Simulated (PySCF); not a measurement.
B: electron affinity

B⁻ [He] 2s2 2p2 (3P) → B [He] 2s2 2p1 (2P), as a difference of total energies. Computed with PySCF 2.14 in dyall-acv3z (15s9p4d2f, 76 functions), with the spin-free X2C one-electron Hamiltonian (Gaussian nucleus). Correlated levels: valence: 1s2 frozen; valence and next inner shell: nothing frozen; virtual orbitals above 40 to 60 times the deepest correlated orbital energy dropped. The calculations carry no spin-orbit coupling.

| method | electron affinity (eV) | error (eV) |
| --- | --- | --- |
| UHF | -0.306 | -0.586 |
| LDA | 0.764 | +0.484 |
| PBE | 0.646 | +0.366 |
| PBE0 | 0.488 | +0.208 |
| r2SCAN | 0.603 | +0.323 |
| r2SCAN0 | 0.480 | +0.200 |
| M06-L | 0.292 | +0.012 |
| B97-3 | 0.337 | +0.057 |
| M06-2X | 0.260 | -0.020 |
| MP2 (valence) | 0.208 | -0.072 |
| SCS-MP2 (valence) | 0.058 | -0.222 |
| MP2 (valence and next inner shell) | 0.206 | -0.074 |
| SCS-MP2 (valence and next inner shell) | 0.055 | -0.225 |

Reference: 0.280 eV (measured; photodetachment measurements, as compiled on the Wikipedia data page of electron affinities).

Errors of the correlated levels include the incompleteness of this basis and the frozen core.

A negative affinity means that the anion lies above the atom at that level of theory.

In the anion the highest occupied orbital energy is positive at LDA, PBE, PBE0, r2SCAN, r2SCAN0, M06-L, B97-3, M06-2X, a self-interaction effect; the basis confines that electron, and the energy difference can still be sensible.
